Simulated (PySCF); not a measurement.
Carbon: a sound run and one with changed settings

Sound run: C [He] 2s2 2p2, C⁺ [He] 2s2 2p1. Calculation: PySCF 2.14, in x2c-TZVPall (5s3p2d1f, 31 functions); scalar relativity by spin-free X2C-1e. In the sound run the correlated levels freeze 1s2. The sound run starts from symmetry-adapted Hartree-Fock orbitals and uses a fine grid where one is needed.

Changed run: all electrons correlated in a basis built for the valence shell.

```json
{"species": "C", "method": "MP2", "sound run (hartree)": "-37.77356", "changed run (hartree)": "-37.78977", "converged": "yes"}
{"species": "C", "method": "CCSD(T)", "sound run (hartree)": "-37.79599", "changed run (hartree)": "-37.81306", "converged": "yes"}
{"species": "C⁺", "method": "MP2", "sound run (hartree)": "-37.36059", "changed run (hartree)": "-37.37641", "converged": "yes"}
{"species": "C⁺", "method": "CCSD(T)", "sound run (hartree)": "-37.38567", "changed run (hartree)": "-37.40222", "converged": "yes"}
```

Ionisation energy of C:

```json
{"method": "UHF", "sound run (eV)": "10.797", "changed run (eV)": "10.797"}
{"method": "MP2", "sound run (eV)": "11.237", "changed run (eV)": "11.248"}
{"method": "SCS-MP2", "sound run (eV)": "11.111", "changed run (eV)": "11.117"}
{"method": "CCSD", "sound run (eV)": "11.141", "changed run (eV)": "11.157"}
{"method": "CCSD(T)", "sound run (eV)": "11.166", "changed run (eV)": "11.180"}
```

A valence basis has no tight correlating functions, so it recovers only part of the core correlation, and not evenly between atom and ion.

For comparison, NIST gives 11.260 eV between the lowest levels.
